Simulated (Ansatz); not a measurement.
## CCSD(T) forces

CH₄MgSi (SMILES [MgH][CH]=[SiH2]), closed shell, displaced at random from a GFN2-xTB minimum.

Mg1  (-1.652, -0.278, -1.034)
C2  (0.235, -0.736, -0.277)
Si3  (1.044, 0.316, 0.750)
H4  (-3.114, 0.431, -1.542)
H5  (0.681, -1.686, -0.582)
H6  (0.509, 1.614, 1.111)
H7  (2.328, 0.243, 1.461)
(Å)

Program: Ansatz 0.2.0. Basis: def2-TZVPP. Cores are frozen in the correlated methods. The outer core shell of Li, Na, Mg and K is correlated. The def2 sets are not built for correlating such inner shells, so the correlated values are less sure here.

CCSD(T) forces from the calculation:
```json
{"atom": "Mg1", "Fx": "0.267", "Fy": "0.248", "Fz (eV/Å)": "0.174"}
{"atom": "C2", "Fx": "-0.852", "Fy": "-0.893", "Fz (eV/Å)": "-1.020"}
{"atom": "Si3", "Fx": "0.668", "Fy": "0.511", "Fz (eV/Å)": "0.647"}
{"atom": "H4", "Fx": "0.012", "Fy": "-0.143", "Fz (eV/Å)": "-0.023"}
{"atom": "H5", "Fx": "0.078", "Fy": "0.116", "Fz (eV/Å)": "0.214"}
{"atom": "H6", "Fx": "-0.498", "Fy": "0.492", "Fz (eV/Å)": "0.035"}
{"atom": "H7", "Fx": "0.326", "Fy": "-0.333", "Fz (eV/Å)": "-0.027"}
```

Task: Which atom feels the largest CCSD(T) force, and how large is it?

Result: C2, 1.60 eV/Å, along (-0.53, -0.56, -0.64).

Root-mean-square difference of the force components from those of CCSD(T): PBE0-D4 0.168; wB97M-V 0.197; r2SCAN-D4 0.134; PBE-D4 0.133; BLYP-D4 0.070; HSE06-D4 0.163 eV/Å.

No T1 diagnostic of these runs exceeds 0.013. The restricted Hartree–Fock reference is unstable towards an unrestricted one here.

For scale, one of the runs: CCSD(T)/def2-TZVPP forces, 161 basis functions (an equivalent command: `ansatz run in.yaml --threads 4`). The run took 81 s on 4 CPU threads (shared host), with 2.3 GiB of host memory at its peak.
